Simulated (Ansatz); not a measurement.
A calculation with Ansatz (development build ahead of 0.2.0).

```yaml
crystal:
  periodic: [false, false, false]
  atoms:
    - { symbol: C, position_ang: [0.0, 0.0, 0.52963] }
    - { symbol: O, position_ang: [0.0, 0.0, -0.52963] }
basis:
  gaussian: { orbitals: STO-3G }
total_charge: 1
magnetization:
  initial_magnetization: 1
hamiltonian:
  xc: hf
correlation:
  method: ccsd_t
  frozen_orbitals: { C: 1, O: 1 }
```

The input is written out in the form of the current development build from the run's settings. Correlation on restricted open-shell orbitals is semicanonical, with singles.

Results

```json
{
 "Converged": "yes",
 "Reference energy": "-110.77268 hartree",
 "CCSD correlation energy": "-0.14232 hartree",
 "Triples correction": "-0.00409 hartree",
 "Total energy": "-110.91909 hartree",
 "Spin squared of the determinant": "0.750"
}
```
